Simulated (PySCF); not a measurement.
Species: `CCN=C=S` (ethyl isothiocyanate). The columns A, B, C and D hold Mulliken, IAO, Hirshfeld and ESP-fitted charges (e) of one PBE0/pcSseg-1 density (PySCF), in a shuffled order. Coordinates in Å (GFN2-xTB); the density's dipole moment is (-3.44, 0.76, 0.11) D.

| atom | x | y | z | A | B | C | D |
| --- | --- | --- | --- | --- | --- | --- | --- |
| C1 | -1.096 | -0.520 | 0.099 | -0.267 | -0.309 | -0.113 | -0.425 |
| C2 | -0.321 | 0.784 | -0.062 | +0.488 | -0.022 | +0.007 | -0.138 |
| N3 | 1.074 | 0.588 | -0.124 | -0.252 | -0.499 | -0.092 | -0.199 |
| C4 | 1.999 | -0.160 | -0.082 | +0.030 | +0.224 | +0.076 | +0.044 |
| S5 | 3.358 | -0.922 | -0.066 | -0.136 | -0.061 | -0.136 | -0.061 |
| H6 | -2.162 | -0.309 | 0.137 | +0.045 | +0.127 | +0.052 | +0.152 |
| H7 | -0.898 | -1.184 | -0.739 | +0.088 | +0.130 | +0.047 | +0.152 |
| H8 | -0.803 | -1.024 | 1.017 | +0.091 | +0.130 | +0.047 | +0.152 |
| H9 | -0.620 | 1.295 | -0.984 | -0.044 | +0.140 | +0.056 | +0.162 |
| H10 | -0.521 | 1.456 | 0.780 | -0.043 | +0.140 | +0.056 | +0.162 |

**Question.** Which column most likely holds the ESP-fitted charges?

**Answer.** A. Σ q r misses the density's dipole by 0.07 D (A), 0.66 D (D), 0.85 D (C), 1.24 D (B). Charges fitted to the outside potential are the only set here that is tied to the molecule's multipoles.

**Question.** And the Hirshfeld charges?

**Answer.** C. The mean sizes are 0.068 e (C), 0.149 e (A), 0.165 e (D), 0.178 e (B), and Hirshfeld charges are commonly the smallest of these schemes.

As computed, A = ESP-fitted, B = Mulliken, C = Hirshfeld, D = IAO. Hydrogens on carbon: ESP-fitted -0.04 to +0.09, Mulliken +0.13 to +0.14, Hirshfeld +0.05 to +0.06, IAO +0.15 to +0.16 e.

The IAO scheme counts the electrons in orthogonalised intrinsic atomic orbitals, a minimal basis polarised so that it spans the occupied orbitals exactly. The ESP scheme is a least-squares fit of atom-centred charges to the potential on four shells outside the van der Waals surface, with the total charge fixed.

Isolated species at its GFN2-xTB geometry (one conformer only).

Shape of the structure used: `[CH3:1][CH2:2][N:3]=[C:4]=[S:5]`: C1–C2–N3–C4 -3°.
